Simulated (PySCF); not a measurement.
# Basis-set dependence of excited states

Species: HPS.
Z-matrix (Å and degrees, PBE0-D3(BJ)/def2-SVP geometry), rows numbered from 1:
```
P 
S   1  1.9342
H   1  1.4536  2  102.41
```

TDDFT with PBE0 (PySCF), vertical singlets, core orbitals frozen in the response, spherical d and f functions. Geometry: PBE0-D3(BJ)/def2-SVP; no solvent, vibrations or thermal averaging.

```csv
basis,functions,diffuse,S1 (eV),S2 (eV),S3 (eV),S4 (eV),S5 (eV),LUMO (eV),α (au)
6-31G*,38,no,1.51,4.08,5.16,5.86,6.16,-3.73,34.4
def2-SVP,41,no,1.51,4.12,5.22,5.84,6.57,-3.57,33.3
6-31+G*,46,yes,1.51,4.07,5.10,5.76,5.81,-3.81,38.4
def2-SVPD,59,yes,1.55,4.12,5.07,5.82,5.83,-3.74,46.1
aug-cc-pVDZ,63,yes,1.52,4.08,5.02,5.65,5.67,-3.73,46.1
def2-TZVP,80,no,1.56,4.06,4.98,5.76,5.98,-3.64,39.5
def2-TZVPD,98,yes,1.56,4.06,4.94,5.70,5.75,-3.70,47.3
aug-cc-pVTZ,123,yes,1.55,4.05,4.95,5.63,5.66,-3.71,47.3
```

How much do these states and the polarisability depend on the basis?

States are compared by their number. Against the largest diffuse basis here (aug-cc-pVTZ, itself not a converged limit), sets without diffuse functions differ by up to 0.04 eV in S1 and 0.92 eV in S5; the smaller diffuse sets differ by up to 0.04 and 0.17 eV. State by state, the largest deviation of a set without diffuse functions is S1 0.04, S2 0.07, S3 0.26, S4 0.23, S5 0.92 eV. The same number needn't mean the same state in each row. Against aug-cc-pVTZ the polarisability deviates by -27% in 6-31G*, -30% in def2-SVP, -19% in 6-31+G*, -3% in def2-SVPD, -2% in aug-cc-pVDZ, -17% in def2-TZVP, 0% in def2-TZVPD. A single + in a Pople set puts diffuse functions on heavy atoms only.
